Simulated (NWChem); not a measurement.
Molecule: pyrazine (C4H4N2); SMILES c1cnccn1

Program: NWChem. Pople sets run with spherical d functions. All runs use the structure optimised with PBE0/def2-SVP. Total energies compare along this basis series because the functional is fixed.

```json
[
 {"level": "Hartree-Fock/STO-3G", "basis functions": "34", "energy (Ha)": "-259.3797", "highest occupied level (eV)": "-8.69", "orbital gap (eV)": "14.67"},
 {"level": "Hartree-Fock/3-21G", "basis functions": "62", "energy (Ha)": "-261.1945", "highest occupied level (eV)": "-10.11", "orbital gap (eV)": "12.95"},
 {"level": "Hartree-Fock/6-31G*", "basis functions": "92", "energy (Ha)": "-262.6801", "highest occupied level (eV)": "-9.70", "orbital gap (eV)": "12.35"},
 {"level": "Hartree-Fock/6-31+G*", "basis functions": "116", "energy (Ha)": "-262.6879", "highest occupied level (eV)": "-9.86", "orbital gap (eV)": "11.73"},
 {"level": "Hartree-Fock/6-311G**", "basis functions": "132", "energy (Ha)": "-262.7378", "highest occupied level (eV)": "-9.78", "orbital gap (eV)": "12.23"},
 {"level": "Hartree-Fock/6-311++G**", "basis functions": "160", "energy (Ha)": "-262.7424", "highest occupied level (eV)": "-9.85", "orbital gap (eV)": "10.98"}
]
```
